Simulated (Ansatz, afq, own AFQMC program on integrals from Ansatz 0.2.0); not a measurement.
BH3, singlet: AFQMC among the cluster methods

```xyz
4

B    -0.1084   -0.0013    0.0000
H     2.5724    0.0314   -0.0006
H    -0.7177    1.0249   -0.0028
H    -0.6924   -1.0421    0.0031
```

Basis cc-pVDZ. Only valence electrons are correlated. AFQMC by an in-house program on the Cholesky factors that Ansatz 0.2.0 writes for its CCSD(T) run. The CISD trial takes its coefficients from CCSD amplitudes. Released means that phaseless walkers are propagated on without the constraint, phases kept. Error bars are statistical, one sigma.

Determinant: UHF, the one that the program's search chose, which needn't be the lowest solution. The geometry is a point of a scan.

Full CI on the same integrals is exact in this basis and with this determinant's frozen core.

Cautions: strong correlation (T1 0.074, weight of the determinant 0.76, largest double 0.37); unrestricted determinant spin contaminated (⟨S²⟩ 0.88 against 0.00); the CCSDT(Q) amplitudes may be one of several solutions (largest double 0.62); the CCSDTQ amplitudes may be one of several solutions (largest double 0.63); the released energies are still falling, so no released level is given (meV from the phaseless value at times in 1/Eh: 0 ± 4 at 0.24, 0 ± 4 at 0.51, -6.9 ± 2.4 at 0.99, -10 ± 3 at 1.62, -14 ± 3 at 2.40), though the last usable value meets full CI within the noise.

```
T1 diagnostic                               : 0.0737
weight of the determinant in the CISD state : 0.762
⟨S²⟩ of the determinant                     : 0.884
size of the correlated space                : 6 electrons in 28 orbitals
```

```
  level  correlation energy (eV)
    MP2                  -1.8618
   CCSD                  -2.6173
CCSD(T)                  -2.7194
```

Q: Estimate where full CI lies against CCSD(T) on the same integrals.

A: 2.31 kcal/mol below CCSD(T).

Reference: full CI, correlation energy -2.819 eV. The cautions show a poor starting determinant, so the rows tell how each method copes with it here, and full CI is the sure value.

| level | E − E(reference) (kcal/mol) | share of correlation (%) |
| --- | --- | --- |
| CCSD(T) | 2.31 | 96.45 |
| CCSDT | 0.21 | 99.68 |
| CCSDT(Q) | -0.03 | 100.05 |
| CCSDTQ | 0.00 | 100.00 |
| ph-AFQMC/CISD | 0.31 ± 0.09 | 99.52 |

CCSDT and higher add their correlation energy to the determinant of the CCSD(T) run, since their own runs factorise the integrals more tightly (a shift of under 2 meV). A walk keeps the symmetry of its determinant, which the program's search chose and which needn't be the lowest solution, so a lower state of the same spin and another symmetry isn't excluded.
